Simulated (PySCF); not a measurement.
## Computed spin Hamiltonian

C4H7OS (doublet state).
Cartesian coordinates in Å at the GFN2-xTB level; atoms count from 1:
```
atom  x, y, z in Å
C1     2.3367   -0.1939    0.1199
S2     1.0411    0.3809   -1.0111
C3    -0.3253    0.4112    0.1978
C4    -1.7183    0.5676   -0.4188
C5    -1.9294   -0.7916    0.1650
O6    -0.6413   -0.8885    0.6729
H7     3.2186   -0.3846   -0.4817
H8     2.5430    0.5763    0.8583
H9     1.9968   -1.1085    0.5964
H10   -0.0475    1.0885    1.0094
H11   -1.7324    0.6357   -1.5080
H12   -2.3233    1.3724   -0.0011
H13   -2.4230   -1.6650   -0.2167
```

The hyperfine couplings belong to this conformer and change with its torsions.

Identity: `CS[C@H]1C[CH]O1` [radical].

Level of theory: UKS B3LYP, pcH-1 on C H O S, non-relativistic, mean-field spin-orbit, GIAO in PySCF 2.14.0. Isolated species at its GFN2-xTB geometry (one conformer only). Couplings are sensitive to structure, and on GFN2-xTB geometries they can be far from those on DFT ones. No stability test was run, so a lower SCF solution isn't excluded.

- g1, g2, g3: 2.00205, 2.00392, 2.00474
- g_iso: 2.00357
- Form of g: rhombic: the two nearest values differ by 31 % of g3 − g1
- ⟨S²⟩: 0.7534 (exact 0.7500)
- α and β electrons: 28, 27
- Total energy: -629.97275 Eh

Hyperfine couplings atom by atom, in MHz; T1 to T3 are the principal values of the dipolar part; ρ(0) is the spin density at the nucleus:

```
atom  isotope  a_iso  of which spin–orbit     T1     T2     T3  Mulliken spin population  ρ(0) (bohr⁻³)
  C1      13C   -0.5                  0.0   -0.3   -0.2    0.5                      0.00        -0.0004
  S2      33S    6.9                  0.0   -1.6   -1.5    3.1                      0.01         0.0201
  C3      13C    5.3                  0.0   -1.8   -1.2    3.0                     -0.01         0.0047
  C4      13C  -18.5                  0.0   -3.2   -0.7    4.0                     -0.05        -0.0165
  C5      13C  200.9                  0.0  -74.8  -73.4  148.3                      0.87         0.1787
  O6      17O  -28.3                  0.0  -69.0   33.1   35.9                      0.13         0.0467
  H7       1H    0.5                  0.0   -0.7   -0.5    1.2                      0.00         0.0001
  H8       1H    0.0                  0.0   -0.9   -0.8    1.6                      0.00         0.0000
  H9       1H    0.1                  0.0   -1.6   -1.5    3.2                      0.00         0.0000
 H10       1H   -1.1                  0.0   -3.5   -2.8    6.4                      0.00        -0.0003
 H11       1H   72.8                  0.0   -4.5   -2.7    7.2                      0.03         0.0163
 H12       1H   75.4                  0.0   -5.3   -4.6    9.9                      0.03         0.0169
 H13       1H   -8.8                  0.0  -33.8   -2.4   36.1                     -0.02        -0.0020
```

The largest Mulliken spin populations are on C5 (+0.87) and O6 (+0.13). No atom but C5 exceeds +0.15. The angles at C5 add up to 346.1°, so it is slightly pyramidal.

Axes: g2 points within 9° of the C5–O6 bond and g3 points within 10° of the C3–O6 bond.

Under fast tumbling the dipolar parts average out, and these isotropic splittings remain: 1 × 1H (H12, I = 1/2, 2 lines) with 2.69 mT, 1 × 1H (H11, I = 1/2, 2 lines) with 2.60 mT, 1 × 1H (H13, I = 1/2, 2 lines) with 0.31 mT and 1 × 1H (H10, I = 1/2, 2 lines) with 0.04 mT.

The 33S coupling of S2 (6.9 MHz) shows only in satellite lines or after enrichment, since that isotope makes up about 0.76 % of natural sulfur.

The 17O coupling of O6 (-28.3 MHz) shows only in satellite lines or after enrichment, since that isotope makes up about 0.038 % of natural oxygen.
